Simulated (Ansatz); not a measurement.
# SiPNH (sextet): wave-function methods side by side, cc-pVDZ

An exercise on one series of results from a longer session: the logs are not shown, and one member is left open.

The runs use Ansatz 0.2.0, Gaussian basis; cc-pVDZ, core rule «outside noble gas», up to 11 orbitals frozen.

The runs, in order: UHF; CCSD(T) on ROHF; CCSD(T) on UHF; BCCD(T) on ROHF; CISD as a restricted active space (open shells left free, so some higher excitations enter); CCSDT(Q) on ROHF; CCSDT(Q) on UHF; CASSCF and MRCISD+Q, 11 electrons in 11 orbitals; CASSCF and NEVPT2, 11 electrons in 11 orbitals.

21 further runs of the same task are left out: 1 for a known fault of the program, 8 that didn't finish, 12 set aside as unsound or not needed. Runs told in other sessions of the task aren't counted.

### What is computed

The geometry is a PBE0/def2-TZVP stationary point (not a proven minimum) of the parent state, kept for this charge and spin.

4 atoms, charge 0, spin multiplicity 6.

Atoms are counted from 1 here; the program's logs count them from 0.

Bond lengths: N1–Si2 1.708 Å, Si2–P3 2.170 Å, P3–H4 1.425 Å. Angles: N1–Si2–P3 108.7°, Si2–P3–H4 93.3°.

Set-up of the first run:

in.yaml

```yaml
crystal:
  periodic: [false, false, false]
  atoms:
    - {symbol: N, position_ang: [0.000000, -0.685331, 1.792532]}
    - {symbol: Si, position_ang: [0.000000, 0.589517, 0.656379]}
    - {symbol: P, position_ang: [0.000000, -0.257823, -1.341581]}
    - {symbol: H, position_ang: [0.000000, 1.019996, -1.972718]}
basis:
  gaussian: {orbitals: cc-pVDZ}
magnetization: {spin_polarized: true, initial_magnetization: 5}
hamiltonian: {xc: hf}
output: {orbitals: {seedname: orbitals}}
```

Launch:

```console
$ ansatz run in.yaml --threads 1 --pin off --events-out ev --progress --plain --max-ram 2393MiB
```

Steps of the session up to this table: UHF; CCSD(T) on ROHF; CCSD(T) on UHF; BCCD(T) on ROHF; CISD as a restricted active space (open shells left free, so some higher excitations enter); CCSDT(Q) on ROHF; CCSDT(Q) on UHF; CASSCF and MRCISD+Q, 11 electrons in 11 orbitals; CASSCF and NEVPT2, 11 electrons in 11 orbitals.

One of the session's tables, all rows but one given; the rest of the session is left out.

```
          method  from UCCSDT(Q) (meV)
            ROHF               +8459.9
             UHF               +8147.4
            RMP2               +1563.4
            UMP2               +1580.8
            CISD               +1057.2
           RCCSD                +292.1
           UCCSD                +284.3
        RCCSD(T)                 +63.0
        UCCSD(T)                 +61.7
         BCCD(T)                 +62.2
          RCCSDT                 +18.0
          UCCSDT                 +16.2
       RCCSDT(Q)                  +2.6
       UCCSDT(Q)                     0
  CASSCF valence               +7172.7
  NEVPT2 valence               +1543.4
  MRCISD valence                     ?
MRCISD+Q valence                +133.7
```

Estimate the missing values for MRCISD valence.

As computed: from UCCSDT(Q) (meV): +831.6. In the column «from UCCSDT(Q) (meV)» it lies between RCCSD (+292.1) and CISD (+1057.2).

Limits of these values: Restricted and unrestricted rows rest on different reference determinants; a gap between their highest levels can come from leftover correlation error, from unlike frozen cores or from another state.
